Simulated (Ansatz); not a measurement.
# Si3H7 (SMILES [SiH3][SiH][SiH3]): levels of theory compared

Aim: a comparison of 6 runs (UB3LYP/6-31G*, U-revPBE/cc-pVDZ, UB3LYP/cc-pVDZ, UBHLYP/cc-pVDZ, UPBE0/cc-pVDZ, UMP2/cc-pVDZ) of Si3H7. 

Program for the calculation: Ansatz 0.2.0.

26 further runs of the same task are left out: 26 set aside as unsound or not needed. Runs told in other sessions of the task aren't counted.

### Step 1. Starting point

Si3H7 has 10 atoms, charge 0, and is taken as a doublet. SMILES: `[SiH3][SiH][SiH3]`. The Si3–H8 distance was set to 1.933 Å, away from the relaxed value.

Bond lengths: Si1–Si2 2.324 Å, Si2–Si3 2.324 Å, Si1–H4 1.487 Å, Si1–H5 1.487 Å, Si1–H6 1.490 Å, Si2–H7 1.491 Å, Si3–H9 1.490 Å, Si3–H10 1.487 Å. Some angles: Si1–Si2–Si3 117.3°, Si1–Si2–H7 113.2°, Si3–Si2–H7 113.2°, Si2–Si1–H4 108.6°, Si2–Si1–H5 110.1°, Si2–Si1–H6 112.2°, Si2–Si3–H9 112.2°, Si2–Si3–H10 110.1°, H4–Si1–H5 109.1°, H4–Si1–H6 108.5°. A long bond or contact: Si3–H8 1.933 Å.

### Step 2. The energy at UB3LYP/6-31G(d) (spherical functions) (run 1)

run.yaml reads:

```yaml
crystal:
  periodic: [false, false, false]
  atoms:
    - {symbol: Si, position_ang: [-0.973336, 1.108770, -1.306764]}
    - {symbol: Si, position_ang: [1.072964, 0.122270, -0.817164]}
    - {symbol: Si, position_ang: [1.353964, -0.749430, 1.318536]}
    - {symbol: H, position_ang: [-2.058336, 0.188670, -0.874664]}
    - {symbol: H, position_ang: [-1.090136, 1.343670, -2.770564]}
    - {symbol: H, position_ang: [-1.151936, 2.411770, -0.606464]}
    - {symbol: H, position_ang: [2.239364, 0.926070, -1.282164]}
    - {symbol: H, position_ang: [-0.178100, -1.849500, 1.741300]}
    - {symbol: H, position_ang: [1.468564, 0.317970, 2.351736]}
    - {symbol: H, position_ang: [2.582064, -1.586430, 1.371236]}
basis:
  gaussian: {orbitals: 6-31G_st_-spherical.json}
magnetization: {spin_polarized: true, initial_magnetization: 1}
hamiltonian: {xc: {name: B3LYP}}
accuracy: high
output: {orbitals: {seedname: orbitals}}
```

The basis set 6-31G* is read from a file made from the Basis Set Exchange's data (not shown).

Command:

```
$ ansatz run run.yaml --threads 1 --pin off --max-ram 3480MiB --events-out events.jsonl --progress --plain --runs-dir runs
```

Output:

```text
Warning: RAYON_NUM_THREADS=1 ignored (pool sized by the plan → 1); use --threads N
Functional definition: B3LYP
  name "B3LYP"
  parameter a0 = 0.2
  parameter ax = 0.72
  parameter ac = 0.81
  exchange = (1 - a0 - ax)*slater_x + ax*b88_x + a0*exact_x
  correlation = (1 - ac)*vwn_rpa_c + ac*lyp_c
1544 factors; integrals over basis functions are off by at most 4.0e-9 eV
mean field evaluation 1: about -23743.9590 eV, gradient 7.5e0 eV
mean field evaluation 2: about -23744.3930 eV, gradient 3.3e0 eV
mean field evaluation 4: about -23744.4934 eV, gradient 2.0e-1 eV
mean field evaluation 8: about -23744.6464 eV, gradient 7.0e-3 eV
mean field evaluation 16: about -23744.6464 eV, gradient 8.3e-5 eV
mean field -23744.64639513 eV, -872.5996603216 hartree, gradient 9.1e-8 eV, S^2 0.752970; 0 other end points of the search recorded, 0 dependent functions left out
reference -23744.64644431 eV, -872.5996621291 hartree; 25, 24 occupied and 43, 44 virtual orbitals, 1544 factors
Total energy: -23744.64644431 eV, -872.5996621291 hartree
```

Wall time 11 s (1 thread of Intel Xeon Platinum 8375C at 2.90GHz (Ice Lake), shared host); peak memory 0.35 GiB.

### Step 3. The energy at U-revPBE/cc-pVDZ (run 2)

Edit run.yaml of step 2 so:

```diff
@@ -14,6 +14,11 @@
 basis:
-  gaussian: {orbitals: 6-31G_st_-spherical.json}
-magnetization: {spin_polarized: true, initial_magnetization: 1}
-hamiltonian: {xc: {name: B3LYP}}
+  gaussian:
+    orbitals: cc-pVDZ
+hamiltonian:
+  xc: {name: revPBE}
+magnetization:
+  spin_polarized: true
+  initial_magnetization: 1
 accuracy: high
-output: {orbitals: {seedname: orbitals}}
+output:
+  orbitals: {seedname: orbitals}
```

Command:

```
$ ansatz run run.yaml --threads 1 --pin off --max-ram 3480MiB --events-out events.jsonl --progress --plain --runs-dir runs
```

Output:

```text
Warning: RAYON_NUM_THREADS=1 ignored (pool sized by the plan → 1); use --threads N
Functional definition: revPBE
  name "revPBE"
  parameter kappa = 1.245
  parameter beta = 0.06672455060314922
  exchange = pbe_x(kappa = kappa, mu = beta*pi^2/3)
  correlation = pbe_c(beta = beta)
2107 factors; integrals over basis functions are off by at most 3.9e-9 eV
mean field evaluation 1: about -23738.4163 eV, gradient 1.1e1 eV
mean field evaluation 2: about -23739.1840 eV, gradient 6.0e0 eV
mean field evaluation 4: about -23739.5307 eV, gradient 2.8e-1 eV
mean field evaluation 8: about -23739.5193 eV, gradient 5.9e-2 eV
mean field evaluation 16: about -23739.5193 eV, gradient 6.3e-5 eV
mean field -23739.51931321 eV, -872.4112435363 hartree, gradient 2.4e-8 eV, S^2 0.754233; 0 other end points of the search recorded, 0 dependent functions left out
reference -23739.51931840 eV, -872.4112437269 hartree; 25, 24 occupied and 64, 65 virtual orbitals, 2107 factors
Total energy: -23739.51931840 eV, -872.4112437269 hartree
```

Wall time 9.9 s (1 thread of Intel Xeon Platinum 8375C at 2.90GHz (Ice Lake), shared host); peak memory 0.33 GiB.

Runs 3 to 5 aren't shown in full; the table further down has their settings and results.

### Step 4. The energy at UMP2/cc-pVDZ (run 6)

job.yaml reads:

```yaml
crystal:
  periodic: [false, false, false]
  atoms:
    - symbol: Si
      position_ang: [-0.973336, 1.108770, -1.306764]
    - symbol: Si
      position_ang: [1.072964, 0.122270, -0.817164]
    - symbol: Si
      position_ang: [1.353964, -0.749430, 1.318536]
    - symbol: H
      position_ang: [-2.058336, 0.188670, -0.874664]
    - symbol: H
      position_ang: [-1.090136, 1.343670, -2.770564]
    - symbol: H
      position_ang: [-1.151936, 2.411770, -0.606464]
    - symbol: H
      position_ang: [2.239364, 0.926070, -1.282164]
    - symbol: H
      position_ang: [-0.178100, -1.849500, 1.741300]
    - symbol: H
      position_ang: [1.468564, 0.317970, 2.351736]
    - symbol: H
      position_ang: [2.582064, -1.586430, 1.371236]
basis:
  gaussian:
    orbitals: cc-pVDZ
magnetization:
  spin_polarized: true
  initial_magnetization: 1
correlation:
  method: mp2
  frozen_orbitals: {H: 0, Si: 5}
total_charge: 0
accuracy: high
```

Command:

```
$ ansatz run job.yaml --threads 1 --pin off --max-ram 3480MiB --events-out events.jsonl --progress --plain --runs-dir runs
```

Output:

```text
Warning: RAYON_NUM_THREADS=1 ignored (pool sized by the plan → 1); use --threads N
Functional definition: HF
  name "HF"
  exchange = exact_x
  correlation = 0
2107 factors; integrals over basis functions are off by at most 3.9e-9 eV
mean field evaluation 1: about -23693.6355 eV, gradient 1.1e1 eV
mean field evaluation 2: about -23693.6721 eV, gradient 1.1e1 eV
mean field evaluation 4: about -23695.3046 eV, gradient 7.9e-1 eV
mean field evaluation 8: about -23695.3185 eV, gradient 1.0e-3 eV
mean field -23695.31846540 eV, -870.7868923396 hartree, gradient 2.5e-8 eV, S^2 0.760887; 0 other end points of the search recorded, 0 dependent functions left out
15 core orbitals not correlated: weight in the atoms' cores, before any rotation towards them, 1.000 or more for the frozen orbitals, at most 0.000 for the correlated occupied ones
reference -23695.31846540 eV, -870.7868923396 hartree; 10, 9 occupied and 64, 65 virtual orbitals, 2107 factors
second order -7.98906275 eV of doubles, -0.00000000 eV of singles
Total energy: -23703.30752814 eV, -871.0804849803 hartree
```

It took 6 s on 1 thread of Intel Xeon Platinum 8375C at 2.90GHz (Ice Lake), shared host; peak memory 0.36 GiB.

### Step 5. The series

```tsv
run	level	frozen core orbitals	energy (Eh)	HOMO energy (eV)	LUMO energy (eV)	⟨S²⟩	wall time
1	UB3LYP/6-31G* (spherical functions)	–	-872.599662	-5.83	-3.09	0.753	11 s
2	U-revPBE/cc-pVDZ	–	-872.411244	-5.14	-3.58	0.754	9.9 s
3	UB3LYP/cc-pVDZ	–	-872.650784	-5.86	-3.14	0.753	16 s
4	UBHLYP/cc-pVDZ	–	-872.579008	-6.97	-2.01	0.754	20 s
5	UPBE0/cc-pVDZ	–	-872.217139	-6.20	-2.86	0.755	20 s
6	UMP2/cc-pVDZ	15	-871.080485	–	–	0.761	6 s
```

### Step 6. Results

| quantity | value |
| --- | --- |
| run 6: total energy | -871.08048 Eh |
| run 6: correlation energy (15 core orbitals frozen) | -293.6 mEh |
| run 6: ⟨S²⟩ of the reference determinant | 0.761 |

In words: Totals of different functionals can't be ranked against each other. All runs together took 83 s, the longest 20 s.
